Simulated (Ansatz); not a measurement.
**C₃H₅N: small, medium and large basis sets**

An exercise on one series of results from a longer session: the logs are not shown, and one member is left open.

The runs use Ansatz 0.2.0, Gaussian basis; one geometry, several basis sets.

Plan: PBE0-D4/def2-SVP; ωB97M-V/def2-SVP; PBE0-D4/def2-QZVPP; ωB97M-V/def2-QZVPP; the functionals' def2-TZVPP values are taken from earlier runs.

## Structure used throughout

The geometry comes from an earlier relaxation with PBE0-D4 in a triple-zeta def2 set; it is a stationary point, not always the lowest conformer.

9 atoms, charge 0, spin multiplicity 1.

Atoms are counted from 1 here; the program's logs count them from 0.

Bond lengths: C1–C2 1.457 Å, C1–H5 1.095 Å, C1–H6 1.094 Å, C1–H7 1.091 Å, C2–C3 1.272 Å, C2–N4 1.499 Å, C3–N4 1.508 Å, C3–H8 1.074 Å, N4–H9 1.025 Å. Angles: C2–C1–H5 109.4°, C2–C1–H6 110.7°, C2–C1–H7 111.2°, H5–C1–H6 107.2°, H5–C1–H7 109.3°, H6–C1–H7 108.9°, C1–C2–C3 158.5°, C1–C2–N4 135.6°, C3–C2–N4 65.4°, C2–C3–N4 64.6°, C2–C3–H8 156.8°, N4–C3–H8 137.7°, C2–N4–C3 50.1°, C2–N4–H9 107.9°, C3–N4–H9 107.8°.

The first run:

Input file in.yaml:

```yaml
crystal:
  periodic: [false, false, false]
  atoms:
    - {symbol: C, position_ang: [0.188459, 1.021799, -0.767777]}
    - {symbol: C, position_ang: [0.071321, -0.188991, 0.034288]}
    - {symbol: C, position_ang: [0.402689, -1.302513, 0.551775]}
    - {symbol: N, position_ang: [-1.046912, -0.920126, 0.712899]}
    - {symbol: H, position_ang: [-0.568091, 1.009647, -1.558653]}
    - {symbol: H, position_ang: [0.002651, 1.910481, -0.156970]}
    - {symbol: H, position_ang: [1.178643, 1.103254, -1.217583]}
    - {symbol: H, position_ang: [1.022256, -2.159719, 0.735535]}
    - {symbol: H, position_ang: [-1.162416, -0.520131, 1.649485]}
basis:
  gaussian: {orbitals: def2-SVP}
hamiltonian: {xc: pbe0, dispersion: d4}
output: {orbitals: {seedname: orbitals}}
```

The run is started by

```sh
ansatz run in.yaml --threads 2 --pin off --events-out ev --progress --plain --max-ram 4352MiB
```

Among the steps run: PBE0-D4 in def2-SVP; ωB97M-V in def2-SVP; PBE0-D4 in def2-QZVPP; ωB97M-V in def2-QZVPP.

One of the session's tables, all rows but one given; the rest of the session is left out.

It belongs to the step «Density functionals: the series». 

| functional | basis | HOMO (eV) | LUMO (eV) |
| --- | --- | --- | --- |
| PBE0-D4 | def2-SVP | ? | ? |
| PBE0-D4 | def2-TZVPP | -5.75 | 0.26 |
| PBE0-D4 | def2-QZVPP | -5.80 | 0.17 |
| ωB97M-V | def2-SVP | -7.86 | 2.69 |
| ωB97M-V | def2-TZVPP | -8.06 | 2.40 |
| ωB97M-V | def2-QZVPP | -8.10 | 1.81 |

Estimate the missing values for PBE0-D4, def2-SVP.

As computed: HOMO (eV): -5.55; LUMO (eV): 0.44. In the column «HOMO (eV)» it is the highest.
